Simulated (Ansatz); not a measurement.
Basis-set extrapolation for C4H8S, SMILES `C[C@H]1C[C@@H]1S` (PBE0-D4/def2-TZVP geometry, frozen core, Ansatz 0.2.0). Multiplicity 1, RHF reference.

```csv
,def2-TZVPP,def2-QZVPP
HF,-553.696941,-553.715502
MP2 correlation,-0.861232,-0.919117
CCSD(T) correlation,-0.952555,not run
```

Energies in hartree. Use E(X) = E(∞) + A·exp(−7.88·√X) for Hartree–Fock and E(X) = E(∞) + B·X^(−2.97) for correlation, with X = 3 and 4, and add CCSD(T) minus MP2 of the smaller set to the MP2 limit.

Question: What is the CCSD(T) energy at the basis-set limit?

Answer: HF limit: -553.715502 + (-0.018561) × 0.13774 = -553.71806. MP2 limit: -0.919117 + (-0.057885) × 0.74074 = -0.96199. Higher-order term: -0.952555 − (-0.861232) = -0.09132. Total: -554.77137 hartree, 3.32 eV below CCSD(T)/def2-TZVPP.
